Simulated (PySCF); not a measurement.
An unknown shows these calculated signals:

1H NMR (400 MHz, computed): δ 9.39 (q, J = 4.6 Hz, 1H).

13C{1H} NMR (computed): δ 187.0 (CH, q, J = 42.2 Hz), 123.8 (C, q, J = 364.2 Hz).

- σ from GIAO-PBE0/pcSseg-1
- B3LYP/pcJ-1 coupling constants
- coordinates at the GFN2-xTB level
- run in PySCF
- non-relativistic Hamiltonian, no solvent model, one computed conformer, averaged over atoms made equivalent by symmetry, fast rotation or ring inversion

References, each an isolated molecule treated in the same way: TMS for 1H (31.72 ppm), 13C (186.93 ppm).

**Question.** Which of these does the molecule contain: an amide, an OH group, an NH or NH2 group, a CF3 group, an aldehyde?

**Answer.** 
- An amide: no.
- An OH group: no.
- An NH or NH2 group: no.
- A CF3 group: yes (δC 123.8).
- An aldehyde: yes (δC 187.0; δH 9.39 (q)).

The data belong to trifluoroacetaldehyde (SMILES C(=O)C(F)(F)F); they needn't prove each group on their own.

Carbon signals by region: 1 in the far downfield region (above 160 ppm), 1 in the sp2 and nitrile region (100–160 ppm). Above 160 ppm: 187.0, aldehyde carbonyl carbon.

Common functionals overestimate the size of one-bond C–F couplings by tens of Hz; these are unscaled. Splittings below 1 Hz are ignored in the labels, and close J values are merged. Shifts are as computed. Against solution values, carbons near 30 ppm lie about +3 ppm off and those near 130 ppm about +5 ppm. Of 1211 compounds with measured shifts, 218 miss one by over three times the rms of a fit or turn the order of signals round; such compounds aren't used in these exercises.
